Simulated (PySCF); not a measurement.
Gas-phase reaction: AlCH3 + 3 AlH2Cl → Al(CH3)Cl2 + AlCl + 2 AlH3

Method: PySCF energies plus ideal-gas RRHO corrections (1 bar). † marks an energy on the PBE0/def2-TZVP geometry and frequencies; other levels use their own. 6-31G* has spherical d functions here. All species are closed-shell singlets. B3LYP is the form with VWN-RPA correlation. Methyl groups turn as free rotors in Al(CH3)Cl2. AlCH3, AlH2Cl, Al(CH3)Cl2, AlH3: computed as isolated molecules; such fragments, hydroxides, amides, oligomers or adducts are transient or little studied in the gas. The harmonic model lacks anharmonicity and excited electronic states, which grow with temperature; levels with a mode under 35 cm⁻¹ are left out.

```csv
level,"ΔE electronic, kJ","ΔH°(298 K), kJ","ΔS°(298 K), J/K","ΔG°(2000 K), kJ"
B3LYP/6-31G*,-57,-56,-22,-10
HF/6-31G*,-48,-48,-22,-4
HF/def2-TZVP†,-47,-46,-23,2
PBE/def2-SVP,-52,-51,-23,-4
PBE/def2-TZVP†,-52,-50,-23,-3
PBE0/def2-SVP†,-52,-50,-23,-2
```
ΔH° is lowest at B3LYP/6-31G* and highest at HF/def2-TZVP†. No reference value is set beside these.
